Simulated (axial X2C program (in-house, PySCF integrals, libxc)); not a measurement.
## Density and ELF of NaF⁺

Computed with an in-house relativistic program for diatomic molecules. Two-component (2c) means X2C with spin–orbit coupling and atomic mean-field two-electron Coulomb and Gaunt terms. Basis: Na dyall-cv3z [9s8p5d2f], F dyall-av3z [7s6p3d2f] (cores contracted in-house); Gaussian nuclei, density fitting, unrestricted open shells. Masses: Na 22.990 u, F 18.998 u.

PBE0, with spin–orbit coupling, state Ω = 3/2 (⟨Sz⟩ = 0.50, ⟨Lz⟩ = 1.00 at PBE0); Na at z = 0, F at z = 2.464 Å.

The maps cover the half plane through the axis: z from -2.4 to 4.8 Å along the bond, ρ from 0.15 to 2.25 Å away from it.

log10 of the density in e/bohr³:

```
 ρ\z  -2.4  -1.8  -1.2  -0.6   0.0   0.6   1.2   1.8   2.4   3.0   3.6   4.2   4.8
0.15  -6.2  -4.5  -2.6  -0.7   0.8  -0.7  -1.9  -0.7   0.6  -0.4  -1.9  -3.3  -4.5
0.45  -6.3  -4.6  -2.8  -1.1  -0.1  -1.1  -2.1  -1.0  -0.2  -0.8  -2.1  -3.4  -4.5
0.75  -6.5  -4.9  -3.3  -1.8  -1.1  -1.8  -2.4  -1.5  -1.0  -1.4  -2.4  -3.6  -4.7
1.05  -6.7  -5.3  -3.8  -2.6  -2.1  -2.6  -2.8  -2.1  -1.7  -2.0  -2.9  -3.9  -5.0
1.35  -7.0  -5.8  -4.5  -3.4  -3.1  -3.3  -3.3  -2.7  -2.4  -2.7  -3.4  -4.2  -5.3
1.65  -7.3  -6.3  -5.2  -4.3  -3.9  -4.0  -3.8  -3.3  -3.1  -3.3  -3.9  -4.6  -5.7
1.95  -7.6  -6.7  -5.9  -5.1  -4.8  -4.7  -4.3  -3.9  -3.8  -3.9  -4.4  -5.1  -6.2
2.25  -8.0  -7.2  -6.5  -5.9  -5.6  -5.3  -4.8  -4.5  -4.4  -4.5  -5.0  -5.7  -6.7
```

Electron localisation function (collinear form, no current term, damped to 0 at low density):

```
 ρ\z  -2.4  -1.8  -1.2  -0.6   0.0   0.6   1.2   1.8   2.4   3.0   3.6   4.2   4.8
0.15  0.00  0.00  0.07  0.76  0.18  0.74  0.03  0.88  0.15  0.91  0.55  0.05  0.00
0.45  0.00  0.00  0.04  0.60  0.86  0.56  0.03  0.80  0.82  0.84  0.43  0.03  0.00
0.75  0.00  0.00  0.01  0.29  0.60  0.19  0.02  0.59  0.71  0.64  0.25  0.01  0.00
1.05  0.00  0.00  0.00  0.07  0.17  0.02  0.01  0.28  0.39  0.31  0.10  0.00  0.00
1.35  0.00  0.00  0.00  0.01  0.02  0.00  0.01  0.10  0.13  0.09  0.02  0.00  0.00
1.65  0.00  0.00  0.00  0.00  0.00  0.00  0.00  0.02  0.03  0.02  0.00  0.00  0.00
1.95  0.00  0.00  0.00  0.00  0.00  0.00  0.00  0.00  0.00  0.00  0.00  0.00  0.00
2.25  0.00  0.00  0.00  0.00  0.00  0.00  0.00  0.00  0.00  0.00  0.00  0.00  0.00
```

Axial spin density in 10⁻³ e/bohr³:

```
 ρ\z  -2.4  -1.8  -1.2  -0.6  0.0  0.6   1.2   1.8    2.4   3.0   3.6  4.2  4.8
0.15   0.0   0.0   0.0   0.0  0.0  0.0  -0.5  -1.8  421.3   0.7  -0.5  0.0  0.0
0.45   0.0   0.0   0.0   0.0  0.0  0.0  -0.2   4.1  138.2  11.0  -0.1  0.0  0.0
0.75   0.0   0.0   0.0   0.0  0.0  0.0  -0.1   2.8   23.6   5.0   0.1  0.0  0.0
1.05   0.0   0.0   0.0   0.0  0.0  0.0   0.0   0.9    4.0   1.4   0.1  0.0  0.0
1.35   0.0   0.0   0.0   0.0  0.0  0.0   0.0   0.2    0.7   0.3   0.0  0.0  0.0
1.65   0.0   0.0   0.0   0.0  0.0  0.0   0.0   0.1    0.1   0.1   0.0  0.0  0.0
1.95   0.0   0.0   0.0   0.0  0.0  0.0   0.0   0.0    0.0   0.0   0.0  0.0  0.0
2.25   0.0   0.0   0.0   0.0  0.0  0.0   0.0   0.0    0.0   0.0   0.0  0.0  0.0
```

The state is one determinant whose occupation by symmetry is held fixed; it was picked as the lowest of a PBE0 search that is not exhaustive. Density functionals use the spin component along the axis (collinear). Other states lie close and PBE0, whose exact exchange favours high spin, may order them wrongly; the determinant shown need not be the ground state. The nearest other 2c determinant of the search, Ω = 1/2, lies 0.03 eV up at the distance of the search. Without a current term, density functionals place determinants with orbital angular momentum somewhat too high.
